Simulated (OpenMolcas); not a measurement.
**A ladder of methods for C2H6Si (SMILES C[Si]C)**

The species is C2H6Si (9 atoms), meant as a singlet with charge 0. SMILES: `C[Si]C`. The coordinates come from a PBE0-D4/def2-TZVP relaxation.

```jsonl
{"atom": "C", "x (Å)": "-0.5274", "y (Å)": "1.0473", "z (Å)": "-0.8053"}
{"atom": "Si", "x (Å)": "0.8968", "y (Å)": "-0.1997", "z (Å)": "-0.9128"}
{"atom": "C", "x (Å)": "0.6019", "y (Å)": "-1.0694", "z (Å)": "0.7460"}
{"atom": "H", "x (Å)": "-1.4307", "y (Å)": "0.4804", "z (Å)": "-1.0822"}
{"atom": "H", "x (Å)": "-0.4397", "y (Å)": "1.8750", "z (Å)": "-1.5110"}
{"atom": "H", "x (Å)": "-0.7035", "y (Å)": "1.4367", "z (Å)": "0.2026"}
{"atom": "H", "x (Å)": "-0.4556", "y (Å)": "-1.1930", "z (Å)": "1.0010"}
{"atom": "H", "x (Å)": "1.1179", "y (Å)": "-2.0266", "z (Å)": "0.8373"}
{"atom": "H", "x (Å)": "1.0288", "y (Å)": "-0.3970", "z (Å)": "1.5071"}
```

Each level gives the dipole moment (D). The values are calculated.

| level | kind | program | value (D) | CPU time |
| --- | --- | --- | --- | --- |
| HF/6-311+G** | Hartree–Fock | OpenMolcas | 1.39 | 20 s |
| SVWN5/6-311+G** | LDA | OpenMolcas | 1.45 | 47 s |
| BLYP/6-311+G** | GGA | OpenMolcas | 1.26 | 66 s |
| M06-L/6-311+G** | meta-GGA | OpenMolcas | 1.28 | 80 s |
| TPSS/6-311+G** | meta-GGA | OpenMolcas | 1.40 | 88 s |
| r2SCAN/6-311+G** | meta-GGA | OpenMolcas | 1.48 | 81 s |
| BHLYP/6-311+G** | global hybrid | OpenMolcas | 1.27 | 60 s |
| PBE0/6-311+G** | global hybrid | OpenMolcas | 1.41 | 57 s |

The values span 1.26 to 1.48 D. Magnitudes only. CPU times are rough (shared hosts, several kinds of processor): they show what a rung costs within a factor of a few.
